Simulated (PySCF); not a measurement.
Ground-state electric properties of a mixed set of molecules.

All values: B3LYP/def2-SVPD (PySCF) at PBE0-D3(BJ)/def2-SVP geometries, gas phase, one conformer each. Core orbitals are frozen in the response; Δα² is half the sum of the squared differences of the principal polarisabilities. The calculation is non-relativistic, for arsenic and selenium too.

Question: Rank by polarisability anisotropy Δα, highest first.
A. `[CH2:1]=[CH:2][C:3](=[O:4])[OH:5]` with C1–C2–C3–O4 0°, C2–C3–O5–H 180° (acrylic acid)
B. `[N:1]#[C:2]/[CH:3]=[N:4]/[c:5]1[cH:6][cH:7][n:8][se:9]1` with C3–N4–C5–C6 180°
C. `[AsH2+]([AlH3-])C`
D. boron monohydride, `[BH]` [singlet]
E. `[H]/[N:9]=[CH:8]/[c:7]1[c:3]([C:2]#[N:1])[cH:4][se:5][n:6]1` with N6–C7–C8–N9 180°

Answer: B (16.53 Å³), E (11.66 Å³), A (4.09 Å³), C (3.26 Å³), D (0.19 Å³).

Question: Rank by HOMO–LUMO gap, lowest first.
A. `C=CC(=O)O` (C3H4O2)
B. `[H]/N=C/c1n[se]cc1C#N` (C5H3N3Se)
C. `[BH]` (BH) [singlet]
D. `C[AsH2+][AlH3-]` (CH8AlAs)
E. `N#C/C=N/c1ccn[se]1` (C5H3N3Se)

Answer: C (3.87 eV), E (4.00 eV), B (5.06 eV), A (6.22 eV), D (6.79 eV).

Question: Rank by mean static polarisability, lowest first.
A. `C[AsH2+][AlH3-]` (CH8AlAs)
B. `C(#N)c1c[se]nc1/C=N/[H]` (C5H3N3Se)
C. `[BH]` (BH) [singlet]
D. `N#C/C=N/C1=CC=N[Se]1` (C5H3N3Se)
E. `C=CC(=O)O` (C3H4O2)

Answer: C (3.30 Å³), E (6.78 Å³), A (12.18 Å³), B (15.41 Å³), D (17.14 Å³).

All values together:

```tsv
SMILES	formula	μ (D)	HOMO (eV)	LUMO (eV)	α (Å³)	Δα (Å³)	electrons	α per electron (Å³)	ΔSCF removal energy (eV)
N#C/C=N/c1ccn[se]1	C5H3N3Se	2.45	-7.58	-3.58	17.14	16.53	88	0.195	–
C[AsH2+][AlH3-]	CH8AlAs	4.56	-7.52	-0.73	12.18	3.26	60	0.203	9.84
[H]/N=C/c1n[se]cc1C#N	C5H3N3Se	4.26	-7.57	-2.51	15.41	11.66	88	0.175	–
[BH]	BH	1.56	-6.48	-2.61	3.30	0.19	6	0.549	9.69
C=CC(=O)O	C3H4O2	1.62	-8.09	-1.87	6.78	4.09	38	0.178	10.73
```

Conformers: `[N:1]#[C:2]/[CH:3]=[N:4]/[c:5]1[cH:6][cH:7][n:8][se:9]1` with C3–N4–C5–C6 180°; `[H]/[N:9]=[CH:8]/[c:7]1[c:3]([C:2]#[N:1])[cH:4][se:5][n:6]1` with N6–C7–C8–N9 180°; `[CH2:1]=[CH:2][C:3](=[O:4])[OH:5]` with C1–C2–C3–O4 0°, C2–C3–O5–H 180°.

A dash marks a removal energy that wasn't run or isn't settled.
